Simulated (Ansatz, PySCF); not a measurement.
Isomers of CHN: 1 is C#N, 2 is [C-]#[NH+]; one conformer of each (the lowest of an xTB search), B3LYP-D3(BJ)/def2-TZVP minima.
Isomer 1 (charge 0, multiplicity 1, Z-matrix in Å and degrees):
```
C
N 1 1.1462
H 1 1.0667 2 180.00
```
Isomer 2 (charge 0, multiplicity 1):
```tsv
atom	x (Å)	y (Å)	z (Å)
C	1.1085	0.0000	0.0000
N	-0.0555	0.0000	0.0000
H	-1.0530	0.0001	0.0000
```

No zero-point or thermal terms.

Correlated levels freeze the cores. CBS: X⁻³ extrapolation of the correlation energy, Hartree–Fock from the larger set. Rows in 6-31G* carry no dispersion term and start afresh at each structure (6-31G* with six Cartesian d functions).

Programs: Ansatz (Gaussian basis) for Hartree–Fock, density functionals and correlated methods; PySCF for 6-31G* rows, the dispersion terms. Each number belongs to the level named beside it.

Question: One of these levels gives 51.7 kJ/mol for the electronic energy of isomer 2 less that of isomer 1. Name it.
A) PBE-D4/def2-TZVPP
B) HF/6-31G*
C) MP2/CBS(cc-pVTZ, cc-pVQZ)

Answer: B, HF/6-31G*. The others give 62.1 (PBE-D4/def2-TZVPP), 73.4 (MP2/CBS(cc-pVTZ, cc-pVQZ))

Ansatz is a program for electronic structure.
